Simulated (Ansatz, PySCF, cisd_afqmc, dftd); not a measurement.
Reaction: SiH3 (SMILES [SiH3], doublet) → SiH3+ (parent SMILES [SiH3], singlet) + e-
Each species at its own B3LYP-D3(BJ)/def2-TZVP minimum (Ansatz, a program for electronic structure).

Wanted: adiabatic ionisation energy (0 K, zero-point energies from PySCF's Hessians at B3LYP-D3(BJ)/def2-TZVP), in eV. Open shells are spin-unrestricted; no spin-orbit coupling. Correlated methods leave the cores frozen. Rows without X2C or -DK are non-relativistic. The Monte Carlo rows (phaseless AFQMC, CISD trial, step 0.005/hartree) carry one-sigma bars that omit the constraint's bias. Outlying blocks are dropped, and bars are widened where a walk drifts. Over all cases where full CI ran beside it in this data, AFQMC minus full CI had a median of +0.1 mEh and passed +0.4 mEh in a tenth of the cases. CBS(X,Y): correlation extrapolated as X^-3, Hartree-Fock from the larger set (Q,5: extrapolated as (X+1)exp(-9√X)). A bracket is a step between two methods taken in the basis named. The functionals are non-relativistic, so their misses hold any scalar relativity. '+ core + X2C': CCSD(T) terms for core correlation (cc-pwCVTZ, 1s frozen past Ne) and scalar relativity (cc-pVTZ-DK). Full CI freezes restricted core orbitals, also for open shells; the composite that ends in it estimates full CI at the basis-set limit.

Measured: 8.14 eV (CCCBDB table in ASE).

```csv
level,program,adiabatic ionisation energy (eV),error against that value
HF/cc-pV(D+d)Z,Ansatz,7.60,-0.54
B3LYP/def2-TZVPD,Ansatz,8.18,0.04
PBE0-D3(BJ)/def2-TZVPD,Ansatz + dftd3,8.23,0.09
CCSD/cc-pV(Q+d)Z,Ansatz,8.05,-0.09
CCSDTQ/cc-pV(D+d)Z,Ansatz,7.97,-0.17
AFQMC/CISD/aug-cc-pV(D+d)Z,cisd_afqmc,8.03 ± 0.01,-0.11
AFQMC/CISD/aug-cc-pV(T+d)Z,cisd_afqmc,8.09 ± 0.01,-0.05
"CCSD(T)/CBS(cc-pV(Q+d)Z,cc-pV(5+d)Z) + [CCSDTQ - CCSD(T)]/cc-pV(D+d)Z + core + X2C",Ansatz,8.12,-0.02
"CCSD(T)/CBS(cc-pV(Q+d)Z,cc-pV(5+d)Z) + [CCSDT(Q) - CCSD(T)]/cc-pV(Q+d)Z + [FCI - CCSDT(Q)]/cc-pV(D+d)Z + core + X2C",Ansatz,8.13,-0.01
```
